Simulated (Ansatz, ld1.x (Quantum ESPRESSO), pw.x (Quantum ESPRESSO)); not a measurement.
**From atom to crystal: TM potential for technetium**

technetium, norm-conserving Troullier–Martins (Kleinman–Bylander form), made with ld1.x (Quantum ESPRESSO) 7.5 (PBEsol, scalar-relativistic). Core [Kr], reference 4d5 5s1.75 5p0 (charge +0.25). Waves: 5s (bound): rc 2.15 bohr; 5p (bound, empty): rc 3.55 bohr; 4d (bound): rc 1.20 bohr. Local part: all-electron potential smoothed inside 3.10 bohr (lloc = -2). Core correction: a·sin(br)/r model core inside 1.05 bohr.

Crystal test: fcc Tc in pw.x 7.5, no spin, 15³ k-points, Fermi–Dirac smearing 0.01 Ry, cutoffs 110/440 Ry. The reference is all-electron LAPW (Ansatz 0.2.0) with the same functional, mesh and smearing; V0 and B0 come from Birch–Murnaghan fits to the pressures at five volumes. Errors are pseudo minus all-electron; Δ is the rms difference of the E(V) curves that follow from these fits, minima aligned, over ±6 % about the mean V0. Mesh and smearing are coarse, so the numbers serve the comparison and aren't converged zero-temperature values; the lattice is a test structure that the element need not adopt.

All-electron: a0 = 3.833 Å (V0 = 14.08 Å³/atom), B0 = 322.9 GPa.

Question: How far does the potential miss the all-electron equation of state?

Answer: mean pressure error (GPa): +24.96. The pressure does not cross zero within the volumes sampled, so no fit is given. The largest radius (3.55 bohr) exceeds half the bond length (2.56 bohr), so the spheres overlap, which is one possible source of error among others. This is a poor potential for the solid. Atomic configuration tests: 1 of 7 tests not solved or not reliable.

| V (Å³/atom) | P all-electron (GPa) | P pseudo (GPa) |
| --- | --- | --- |
| 13.392 | 18.14 | 48.32 |
| 13.745 | 8.27 | 35.52 |
| 14.097 | -0.35 | 24.32 |
| 14.449 | -7.86 | 14.51 |
| 14.802 | -14.40 | 5.92 |

Question: At the middle volume, how do free energy and pressure move when the wave cutoff is lowered (ecutrho kept at four times it)?

Answer:

```csv
cutoff (Ry),shift of F (meV/atom),shift of P (GPa)
50,+402.9,-14.60
66,+93.3,-3.77
88,+11.8,-0.81
```

The run at the middle volume (120 k-points, 6 iterations) took about 26 s on one core of a shared host (Neoverse-V1, 32 threads, 247 GiB, load 28).
